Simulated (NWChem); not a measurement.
Molecule: hydrogen isocyanide (CHN); SMILES [C-]#[NH+]

All runs: NWChem. Pople sets run with spherical d functions. Each level has its own optimisation; frequencies are unscaled.

For level BP86/def2-TZVP:

r H–N (Å): 1.007
highest harmonic frequency (cm⁻¹): 3690
lowest (cm⁻¹): 443
zero-point energy (kcal/mol): 9.4
dipole (D): 3.12

Problem. Estimate the same quantities for level Hartree-Fock/6-31G*.

Solution. 
| Property | Result |
|---|---|
| r H–N (Å) | 0.985 |
| highest harmonic frequency (cm⁻¹) | 4091 |
| lowest (cm⁻¹) | 533 |
| zero-point energy (kcal/mol) | 10.7 |
| dipole (D) | 2.83 |
